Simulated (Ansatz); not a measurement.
Mulliken charges of H₂O₄S, SMILES `O=S(=O)(O)O` from PBE/def2-TZVPP in Ansatz (PBE0-D4/def2-TZVP geometry).

```tsv
atom	x (Å)	y (Å)	z (Å)	charge (e)
O1	0.379	-1.582	0.852	-0.325
S2	-0.025	-0.470	0.088	0.703
O3	-0.941	-0.546	-1.002	-0.375
O4	-0.576	0.599	1.113	-0.221
O5	1.296	0.221	-0.435	-0.223
H6	-1.244	1.140	0.671	0.220
H7	1.111	0.639	-1.287	0.221
```

By hand: the dipole of these point charges (1 e Å = 4.8032 D).

Σ q r = (0.022, 0.599, -0.125) e Å, of length 0.612 e Å = 2.94 D.

How does the dipole of the full density compare? (Best estimate.)

Computed: (-0.091, 0.730, -0.297) e Å, 3.81 D; the point charges give 0.77 times that, at 13° from its direction.

Point charges leave out the atoms' own dipoles, such as those of lone pairs, and Mulliken's split depends on the basis, so the two needn't agree.
